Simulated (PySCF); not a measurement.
**Electronic absorption of H6NPSi**

Species: H6NPSi.
SMILES: `N[SiH2]P`

Computed, not measured: TDDFT B3LYP/def2-SVPD, vertical, gas phase, core orbitals frozen in the response in PySCF 2.14.0, density-fitted response routines. One conformer (not necessarily the lowest) at the PBE0-D3(BJ)/def2-SVP geometry, without solvent, vibrations or thermal averaging. Torsions of this conformer, `[NH2:1][SiH2:2][PH2:3]`: H–N1–Si2–P3 53°, H–N1–Si2–P3 -166°, H–P3–Si2–N1 178°, H–P3–Si2–N1 83°.

```tsv
state	λ (nm)	E (eV)	f	main configurations (H = HOMO, L = LUMO)
S1	210.2	5.90	0.010	H→L (81%), H-1→L (15%)
S2	197.4	6.28	0.014	H→L+1 (92%)
S3	195.5	6.34	0.030	H-1→L (75%), H→L (10%)
S4	185.4	6.69	0.029	H→L+2 (86%)
S5	183.1	6.77	0.0090	H-1→L+1 (94%)
S6	180.2	6.88	0.224	H→L+3 (81%)
S7	173.9	7.13	0.024	H-1→L+3 (68%), H-1→L+2 (27%)
S8	172.5	7.19	0.058	H-1→L+2 (68%), H-1→L+3 (25%)
S9	160.6	7.72	0.039	H→L+4 (48%), H→L+5 (27%), H→L+6 (15%)
S10	159.5	7.77	0.0095	H→L+5 (52%), H→L+4 (18%), H-1→L+4 (8%)
```

Triplets (Tamm–Dancoff): T1 5.37 eV, H→L (82%); T2 5.64 eV, H→L+1 (54%), H→L+2 (16%), H-1→L+1 (14%); T3 5.78 eV, H-1→L (71%), H→L+3 (12%); T4 6.23 eV, H→L+1 (33%), H→L+2 (33%), H→L+3 (24%).

The lowest singlet lies at 5.90 eV (210 nm, ultraviolet) and is weak; its leading configuration is HOMO→LUMO (81%). The most intense listed level is S6 at 6.88 eV (180 nm, f = 0.224), 0.98 eV above S1. Löwdin shares by element: HOMO phosphorus 44%, nitrogen 22%, silicon 15%, hydrogen 5% or more; LUMO silicon 33%, phosphorus 18%, nitrogen 12%, hydrogen 10% or more (atoms not listed hold the other 28%). The listed states span 1.87 eV, and the widest gap between neighbours is 0.53 eV (S8 to S9). Of the 10 states listed, 8 reach f = 0.01 and none stays under 0.0005. The oscillator strengths of these states sum to 0.447; summed over the whole spectrum of an exact calculation they would give the number of electrons, 42 (Thomas–Reiche–Kuhn). No computed singlet lies in the visible range (380 to 750 nm); the lowest, at 210 nm, stands 2.64 eV above its violet end (3.26 eV). All these states lie below the vertical ionisation energy of 9.21 eV (ΔSCF). The window holds the lowest 10 singlets.
